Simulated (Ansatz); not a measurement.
The input, for Ansatz 0.2.0:

```yaml
crystal:
  periodic: [false, false, false]
  atoms:
    - {symbol: Se, position_ang: [0.000000, 0.000000, 0.000000]}
    - {symbol: Be, position_ang: [0.000000, 0.000000, 2.170800]}
basis:
  gaussian: {orbitals: cc-pVTZ-DK}
total_charge: -1
magnetization: {spin_polarized: false, initial_magnetization: 1}
correlation: {active_space: {ras: {orbitals: [4, 1, 53], electrons: 9, max_holes: 2, max_particles: 2}, fixed_orbitals: true}}
accuracy: high
output: {forces: true}
```

```sh
$ ansatz run in.yaml --threads 1 --pin off --events-out ev --progress --plain --max-ram 2393MiB
```

Task: Roughly how long does this take on 1 thread of Arm Neoverse V1, shared host, and how much host memory?

Result: 14 s wall and 0.48 GiB.

```
934 factors; integrals over basis functions are off by at most 4.2e-9 eV
mean field evaluation 1: about -66470.0079 eV, gradient 1.1e1 eV
mean field evaluation 2: about -66470.1066 eV, gradient 1.1e1 eV
mean field evaluation 4: about -66471.0393 eV, gradient 2.0e0 eV
mean field evaluation 8: about -66471.2050 eV, gradient 1.0e0 eV
mean field evaluation 16: about -66471.2405 eV, gradient 2.9e-7 eV
mean field evaluation 32: about -66469.7928 eV, gradient 9.6e-4 eV
mean field evaluation 64: about -66469.7928 eV, gradient 2.1e-5 eV
mean field -66471.24054287 eV, -2442.7730341254 hartree, gradient 2.9e-8 eV, S^2 0.750000; 5 other end points of the search recorded, 0 dependent functions left out
reference -66471.24054287 eV, -2442.7730341254 hartree; 20, 19 occupied and 53, 54 virtual orbitals, 934 factors
state -66476.37850674 eV, -2442.9618508150 hartree
the calculation of the forces begins
Total energy: -66476.37850674 eV, -2442.9618508150 hartree
Relativity: scalar
Atom 0 at     0.000000     0.000000     0.000000 Å, force     0.000000     0.000000     2.572308 eV/Å
Atom 1 at     0.000000     0.000000     2.170800 Å, force    -0.000000    -0.000000    -2.572308 eV/Å
Dipole moment:     0.000000    -0.000000    -0.393608 e Å
```

Forces (eV/Å):
```
Se   0.000  0.000  2.572
Be   0.000  0.000 -2.572
```
